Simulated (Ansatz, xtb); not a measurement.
## Two isomers of H2NOSi+

Structure I is `[NH2+]1O[Si]1`, a singlet and structure II is `[NH+]#[Si]O`, a singlet. Both are isolated ions in the gas phase, relaxed with BLYP-D3(BJ)/def2-SVP.

Quicker runs give these differences E(II) − E(I): GFN2-xTB −2.407 eV; HF/STO-3G +3.848 eV (at GFN2-xTB geometries); r2SCAN-D4/def2-SVP +0.137 eV (at GFN2-xTB geometries).

**Question.** Estimate E(II) − E(I) at the level CCSD(T)/def2-TZVPP.

**Answer.** Calculated at CCSD(T)/def2-TZVPP: E(II) − E(I) = −0.058 eV, so structure II lies lower.

Level by level:

```
               level              geometry  E(II) − E(I) (eV)  departure from the last row (eV)  job, with rough time for the two
            GFN2-xTB              GFN2-xTB              −2.407                            −2.349              optimisation, 0.22 s
           HF/STO-3G              GFN2-xTB              +3.848                            +3.906              single point, 0.28 s
  r2SCAN-D4/def2-SVP              GFN2-xTB              +0.137                            +0.195                 single point, 2 s
BLYP-D3(BJ)/def2-SVP  BLYP-D3(BJ)/def2-SVP              +0.218                            +0.276                optimisation, 26 s
       HF/def2-TZVPP  BLYP-D3(BJ)/def2-SVP              +0.247                            +0.305           part of the CCSD(T) run
      MP2/def2-TZVPP  BLYP-D3(BJ)/def2-SVP              −0.312                            −0.254           part of the CCSD(T) run
  CCSD(T)/def2-TZVPP  BLYP-D3(BJ)/def2-SVP              −0.058                                                  single point, 24 s
```

As drawn, II has 1 N≡Si, 1 O–H in place of 1 N–O, 1 N–Si, 1 N–H. Structure I has a 3-membered ring, II no ring.

HF/STO-3G, r2SCAN-D4/def2-SVP, BLYP-D3(BJ)/def2-SVP, HF/def2-TZVPP put the two in the other order. The largest departure from CCSD(T)/def2-TZVPP is that of HF/STO-3G, 3.906 eV.

With harmonic frequencies from BLYP-D3(BJ)/def2-SVP (ideal gas, rigid rotor, one conformer each, 600 K, 1 atm): the zero-point term adds −0.130 eV; ΔH is −0.112 and ΔG −0.289 eV.

The T1 diagnostic of structure II is large, so the coupled-cluster value is less sure. The correlated steps freeze 7 core orbitals. Mirror images aren't counted in ΔG. Programs: Ansatz 0.2.0, xtb 6.7.1; the last row on 1 thread of AMD EPYC 7R43 64-Core Processor (Zen 3) on a shared host.
